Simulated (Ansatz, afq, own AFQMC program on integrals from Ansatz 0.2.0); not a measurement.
Integrals from Ansatz 0.2.0, then the random walk in our own AFQMC program (afq).

```yaml
crystal:
  periodic: [false, false, false]
  atoms:
    - {symbol: Br, position_ang: [-0.494231, 0.000000, 0.000000]}
    - {symbol: H, position_ang: [1.114769, 0.000000, 0.000000]}
    - {symbol: C, position_ang: [2.675769, 0.000000, 0.000000]}
    - {symbol: H, position_ang: [3.090237, 0.000000, 0.996161]}
    - {symbol: H, position_ang: [3.090237, 0.000000, -0.996161]}
basis:
  gaussian: {orbitals: cc-pVTZ}
magnetization: {spin_polarized: true, initial_magnetization: 2}
correlation: {method: ccsd_t, electrons: outside_noble_gas, hamiltonian_folder: ham}
```

```sh
$ ansatz run in.yaml --threads 1 --pin off --events-out ev --progress --plain --max-ram 24576MiB --backend cuda --devices 0, --max-vram 18GiB
```

afq runs on the folder ham with

```
--method phaseless --trial cisd --walkers 900 --populations 20 --least-time 60 --time-step 0.005 --steps-per-block 50 --equilibration-blocks 28 --max-blocks 4000 --target-error 0.00022 --factor-cut 1e-05 --start spin_pure --seed 3279 --release-times 0.24,0.51,0.99,1.62,2.4 --release-step 0.03 --release-every 3 --taylor-order 6
```

Times are imaginary, in 1/Eh. The walk had a cap of 236 s. With eight or more populations the least sampling time is a fifth of least-time, and the error comes from their spread. Filled inner d shells are frozen with the cores.

Output of the walk:

```
orbitals 100  electrons 8 6  factors 618 of 679
reference energy -2611.97269562 Eh
CCSD correlation -0.34128620 Eh in 12 cycles, weight of the determinant in the CISD state 0.8647
energy of the start -2612.310687 Eh
 block  time / (1/Eh)  mean weight  energy / Eh
     1     0.250  0.9997  -2612.307459
     2     0.500  0.9991  -2612.312214
     3     0.750  1.0000  -2612.317484
     4     1.000  1.0000  -2612.319002
     5     1.250  0.9996  -2612.322329
    10     2.500  1.0000  -2612.326260
    19     4.750  1.0003  -2612.326880
    29     7.250  0.9999  -2612.327323
    31     7.750  1.0008  -2612.329366
    39     9.750  1.0004  -2612.327850
    49    12.250  1.0002  -2612.328531
    59    14.750  1.0002  -2612.326451
    69    17.250  1.0001  -2612.328489
    79    19.750  1.0001  -2612.326000
    83    20.750  1.0005  -2612.325014
    89    22.250  1.0003  -2612.326263
    99    24.750  0.9997  -2612.326204
   107    26.750  1.0000  -2612.326744
error from the spread of 20 populations
released: time / (1/Eh)  energy / Eh  error  mean overlap
  0.24  -2612.327139  0.000227  0.9993
  0.51  -2612.327525  0.000179  0.9926
  0.99  -2612.327600  0.000185  0.9847
  1.62  -2612.327033  0.000225  0.9944
  2.40  -2612.326769  0.000397  1.0077
energy -2612.326967 +/- 0.000204 Eh
(rows thinned)
```

The run passed its tests (sampling time, drift between the halves within three errors, error under three times the target), which doesn't prove that it has relaxed. The second half of the sampling lies above the first by 1.8 errors of their difference, so the energy may still be moving and its error bar be too small.

Against this walk (error 5.5 meV) on the same determinant: CCSD(T) 30.4 meV higher. The error is statistical and leaves out the bias of the constraint. Released to 2.40 1/Eh the energy moves by 5 ± 12 meV (both errors), within twice the noise.

Cautions: constraint bias not in the error; no relativity below Rb; no spin-orbit coupling; inner d shell frozen; lower spins were not checked; unrestricted determinant slightly spin contaminated (⟨S²⟩ 2.06 against 2.00).

The walk took 93 s on 1 × NVIDIA H100 80GB HBM3 with 2 threads of AMD EPYC 7R13 Processor (Zen 3), with other jobs on the host (the card was shared). The log's last line is the phaseless energy.

A walk keeps the symmetry of its determinant, which the program's search chose and which needn't be the lowest solution, so a lower state of the same spin and another symmetry isn't excluded.
